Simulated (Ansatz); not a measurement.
# Rhenium, hcp under LDA: testing the Gaussian smearing

Aim: find which Gaussian smearing width is enough for energy and pressure. The geometry was relaxed under LDA beforehand and stays fixed; 7 values are run, from 0.01 to 1.0 eV. Wanted are the values from which on the energy stays within 10 and 1 meV/atom, and the pressure within 0.5 GPa, of the narrowest run. Within the series other settings stay, but some runs also write fields, which adds to their time. Spin polarisation is left out.

Method: DFT LDA, plane waves with PAW, scalar-relativistic, in Ansatz 0.2.0.

### Step 1. The starting structure

Symmetry: P6_3/mmc, No. 194, hexagonal system. The conventional cell has a = 2.739 Å, b = 2.739 Å, c = 4.412 Å, α = 90.00°, β = 90.00°, γ = 120.00°. Around Re (site symmetry -6m2) lie 12 Re at 2.71 to 2.74 Å.

As a file:

```cif
data_structure
_symmetry_space_group_name_H-M 'P 1'
_symmetry_Int_Tables_number 1
_cell_length_a 2.7392
_cell_length_b 2.7392
_cell_length_c 4.4119
_cell_angle_alpha 90.000
_cell_angle_beta 90.000
_cell_angle_gamma 120.000
_cell_volume 28.67
loop_
_atom_site_label
_atom_site_type_symbol
_atom_site_fract_x
_atom_site_fract_y
_atom_site_fract_z
_atom_site_occupancy
Re1 Re 0.33333 0.66667 0.25000 1
Re2 Re 0.66667 0.33333 0.75000 1
```

### Step 2. Run at 0.01 eV

The run at 0.01 eV.

Contents of input.yaml:

```yaml
crystal:
  lattice:
    - [2.7391880258, 0.0, 0.0]
    - [-1.3695940129, 2.3722064161, 0.0]
    - [0.0, 0.0, 4.4118668232]
  atoms:
    - { symbol: Re, position: [0.3333333333, 0.6666666667, 0.25] }
    - { symbol: Re, position: [0.6666666667, 0.3333333333, 0.75] }
hamiltonian:
  xc: lda
  pseudopotentials:
    kind: paw
    azcp:
      Re: "pseudopotentials/Re.paw.azcp"
basis:
  ecutwfc: 420
  fft_grid_basis: typed
kpoints:
  mp_grid: { grid: [13, 13, 7], shift: [0, 0, 0] }
magnetization:
  spin_polarized: false
scf:
  occupations: { method: gaussian, width: 0.01 }
  lower_state_search: "off"
output:
  stress: true
  write_density: true
  write_potential: true
  elf: true
  volumetric_format: npy
```

Command:

```sh
> ansatz run input.yaml --threads 2 --pin off --max-ram 5120MiB --backend cpu --events-out ev --progress --plain --runs-dir out
```

### Step 3. Run at 0.03 eV

The run at 0.03 eV.

Changes to input.yaml since step 2:

```diff
@@ -22,3 +22,3 @@
 scf:
-  occupations: { method: gaussian, width: 0.01 }
+  occupations: { method: gaussian, width: 0.03 }
   lower_state_search: "off"
```

### Step 4. Run at 0.1 eV

The run at 0.1 eV.

Changes to input.yaml since step 3:

```diff
@@ -22,3 +22,3 @@
 scf:
-  occupations: { method: gaussian, width: 0.03 }
+  occupations: { method: gaussian, width: 0.1 }
   lower_state_search: "off"
@@ -26,5 +26 @@
   stress: true
-  write_density: true
-  write_potential: true
-  elf: true
-  volumetric_format: npy
```

### Step 5. Run at 0.2 eV

The run at 0.2 eV.

Changes to input.yaml since step 4:

```diff
@@ -22,3 +22,3 @@
 scf:
-  occupations: { method: gaussian, width: 0.1 }
+  occupations: { method: gaussian, width: 0.2 }
   lower_state_search: "off"
@@ -26 +26,5 @@
   stress: true
+  write_density: true
+  write_potential: true
+  elf: true
+  volumetric_format: npy
```

### Step 6. Run at 0.3 eV

The run at 0.3 eV.

Changes to input.yaml since step 5:

```diff
@@ -22,3 +22,3 @@
 scf:
-  occupations: { method: gaussian, width: 0.2 }
+  occupations: { method: gaussian, width: 0.3 }
   lower_state_search: "off"
```

### Step 7. Run at 0.6 eV

The run at 0.6 eV.

Changes to input.yaml since step 6:

```diff
@@ -22,3 +22,3 @@
 scf:
-  occupations: { method: gaussian, width: 0.3 }
+  occupations: { method: gaussian, width: 0.6 }
   lower_state_search: "off"
@@ -26,5 +26 @@
   stress: true
-  write_density: true
-  write_potential: true
-  elf: true
-  volumetric_format: npy
```

### Step 8. Run at 1.0 eV

The run at 1.0 eV.

Changes to input.yaml since step 7:

```diff
@@ -22,3 +22,3 @@
 scf:
-  occupations: { method: gaussian, width: 0.6 }
+  occupations: { method: gaussian, width: 1.0 }
   lower_state_search: "off"
```

(Steps that only read results are left out.)

**Question.** What will these runs give?

As calculated:

```
                                           quantity                       value
       E(σ → 0) stays within 10 meV/atom of 0.01 eV                up to 1.0 eV
                   E(σ → 0) stays within 1 meV/atom                up to 0.3 eV
                      pressure stays within 0.5 GPa                up to 0.3 eV
                                pressure at 0.01 eV                   -0.33 GPa
energy of a separate run on a finer mesh (22×22×12)  +0.9 meV/atom from 0.01 eV
```

At 1.0 eV the energy differs by +4.1 meV/atom and the pressure by +3.0 GPa. Over the range F shifts by -207.9 meV/atom, while E(σ → 0) shifts by +4.1. With this scheme F falls about as the square of the width. The mesh (13×13×7) is fixed, so the narrowest widths carry a k-point error of their own. The yardstick itself is unsettled by 0.9 meV/atom against the finer mesh, so the thresholds above hold only within this series, and wider smearing, which averages over more states, can land nearer the fine-mesh value than the narrowest does.
